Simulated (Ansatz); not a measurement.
A made-up structure of CH$_{3}$AlN (charge +1), closed shell:

```xyz
6
angstrom
C -1.2498 -0.9902 -0.6340
N -0.4201 -0.3329 -0.2131
Al 1.0078 0.7984 0.5112
H -2.0355 -1.6126 -1.0325
H -0.5937 -1.8118 -0.4996
H 0.3905 1.6609 1.6482
```

It is relaxed with PBE-D4/def2-SVP and then PBE0-D4/def2-TZVP (Ansatz 0.2.0). Atoms count as bonded within 1.22 times the sum of their covalent radii (H–H: 0.88 Å). The end point is not checked to be a true minimum.

Problem. Does its bonding change? (Judge from chemistry; the calculation decides.)

Solution. Computed: No: no bond forms or breaks.

Where it ends: The first stage lowers the energy by 4.30 eV in 12 steps. It ends as CH₃AlN ([CH2][N][AlH]), total charge +1:
C1  (-1.024, -1.322, -0.664)
N2  (-0.485, -0.378, -0.036)
Al3  (0.241, 0.877, 0.803)
H4  (-2.092, -1.308, -0.908)
H5  (-0.448, -2.193, -0.992)
H6  (0.906, 2.036, 1.578)
(Å)

Labels in which every atom is bracketed show which atoms are joined, not bond orders.

For scale, one of the runs: PBE0-D4/def2-TZVP relaxation, 117 basis functions, launched by `ansatz run in.yaml --threads 2 --pin off --events-out ev --progress --plain --max-ram 4352MiB`. Hardware: 2 CPU threads of an Arm Neoverse V1, shared host. Wall time about 10 s.
